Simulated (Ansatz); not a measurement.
**Cl2 (chlorine): entropy by statistical mechanics**

A linear singlet with charge 0, relaxed at PBE0-D4/def2-TZVP (Ansatz 0.2.0):

```xyz
2

Cl    0.8457   -0.2816    0.4336
Cl   -0.8457    0.2816   -0.4336
```

Harmonic wavenumbers in cm⁻¹: 575.

Masses in u: Cl 35.45. Take T = 298.15 K, p = 1 bar, R = 8.3145 J/(mol K), kT/hc = 207.22 cm⁻¹, rigid rotor and harmonic oscillator.

Compute the standard molar entropy.


1. Translation (Sackur–Tetrode): S = R[3/2 ln M + 5/2 ln T − 1.1517] with M = 70.9 gives 162.0 J/(mol K).
2. Rotation: the moment of inertia is 69.660 u Å², so B = 16.8576/I = 0.242 cm⁻¹; σ = 2; q = kT/(σhcB) = 428.1; S = R(ln q + 1) = 58.7.
3. Vibration: with u = ν̃/207.22, each mode gives R[u/(eᵘ − 1) − ln(1 − e⁻ᵘ)]; the sum is 2.1, most from 575 cm⁻¹ (2.1).
4. Electronic: R ln 1 = 0.0, from the spin multiplicity alone.
5. Sum: 162.0 + 58.7 + 2.1 + 0.0 = 222.8 J/(mol K).

The tabulated value is 223.1 J/(mol K) (CRC Handbook of Chemistry and Physics): the model is off by -0.3.
